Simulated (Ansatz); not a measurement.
Reaction (hydrogenolysis of a C–F bond): `CC(O)(F)CF` + H₂ → `CC(C)(O)F` + H–F

Gas-phase electronic energies from Ansatz, PBE0-D4/def2-TZVP geometries. CBS: MP2 limit from def2 TZ/QZ plus the TZ coupled-cluster correction, frozen cores. This one scheme is used for every species. Functionals use def2-TZVPP. One conformer a species, not always the lowest.

```tsv
level	ΔE (kJ/mol)
r2SCANh-D4	-99.5
revPBE	-100.9
```

Task: What does CCSD(T)/CBS give? (An estimate is asked.)

Result: Ansatz gave: -111.2 kJ/mol. The listed levels differ from it by 11.7, 10.3 kJ/mol.

Largest T1 diagnostic among the species: 0.011.

Leaving LDA and LC-ωPBE aside and taking each functional with its dispersion term where it has one, the values, not all of them listed here, spread over 17.9 kJ/mol, from PBE-QIDH to BLYP-D4. LDA lies +3.3 kJ/mol from PBE without D4. At CCSD(T), def2-SVP lies +16.6 kJ/mol from the extrapolated value and def2-TZVPP +4.0 kJ/mol. From PBE to PBE0 (25 % exact exchange), in def2-TZVPP and without D4, ΔE moves by −6.5 kJ/mol.
